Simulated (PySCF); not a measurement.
An unknown is described by computed data only.

Formula: C3H4FO2; charge +1.

- UV, strongest line: among the 6 lowest singlet transitions: S2 at 5.26 eV (236 nm, f = 0.092) [TDDFT PBE0/def2-SVPD]
- NMR, other nuclei: isotropic shieldings of nuclei other than C and H, by class: -51 (1 O), 190 (1 O), 304 (1 F) ppm [GIAO PBE0/pcSseg-1]
- Triplet: lowest triplet excitation (Tamm–Dancoff): 4.15 eV [TDA PBE0/def2-SVPD]
- UV, first state: lowest singlet excitation: 4.61 eV (269 nm, f = 0.004) [TDDFT PBE0/def2-SVPD]
- Polarisability: 41.2 au [PBE0/def2-SVPD]
- 1H NMR: chemical shifts (computed TMS as zero) by class: 7.26 (1 H), 4.93 (3 H) ppm [GIAO PBE0/pcSseg-1]
- 13C NMR: chemical shifts (computed TMS as zero) by class: 150.9 (1 C), 109.0 (1 C), 71.3 (1 C) ppm [GIAO PBE0/pcSseg-1]
- Rotational structure: rotational constants A, B, C: 4.877, 3.080, 2.023 GHz [GFN2-xTB]

The electronic properties come from PySCF, for the isolated species, density fitting. Levels stand in brackets. NMR shifts are as computed; neighbouring signals can stand in another order in a measured spectrum. One conformer (not necessarily the lowest) at the GFN2-xTB geometry, without solvent, vibrations or thermal averaging. Each NMR value is the plain mean over a class of atoms that symmetry, rotation or inversion makes alike.

Question: What is the compound? Reason from the data.

Answer: Numbering: `[CH3:1][O:2][C@H:3]([F:4])[C:5]#[O+:6]`. 3 carbons fall into 3 classes; from least to most shielded: triply bonded carbon [C5] (150.9 ppm), sp3 C–F carbon [C3] (109.0 ppm), methoxy carbon [C1] (71.3 ppm). Hydrogen classes from least to most shielded: 1 H on an sp3 C–F carbon, C3 (7.26 ppm), 3 H on a methoxy carbon, C1 (4.93 ppm, a mean of values up to 0.8 ppm apart in this geometry). The other shieldings belong to: -51 ppm, oxygen bonded to C [O6]; 190 ppm, ether oxygen [O2]; 304 ppm, alkyl fluorine [F4]. S1 is mainly HOMO→LUMO (weight 0.84); the largest Löwdin shares of the orbital it empties are 0.46 on the ether oxygen, 0.21 on the methoxy carbon, 0.10 on a methyl hydrogen and 0.09 on a methyl hydrogen, of the orbital it fills 0.45 on the triply bonded carbon, 0.33 on the oxygen bonded to C, 0.10 on the sp3 C–F carbon and 0.05 on the alkyl fluorine. The optimised geometry has point group C1 and is an asymmetric top. Structure: `CO[C@H](F)C#[O+]`. The assignments are read from this structure; whether some other isomer fits the data as well wasn't checked. The mirror image fits equally.

Shape of the structure used: `[CH3:1][O:2][C@H:3]([F:4])[C:5]#[O+:6]`: C1–O2–C3–F4 -114°, O2–C3–C5–O6 -13°.
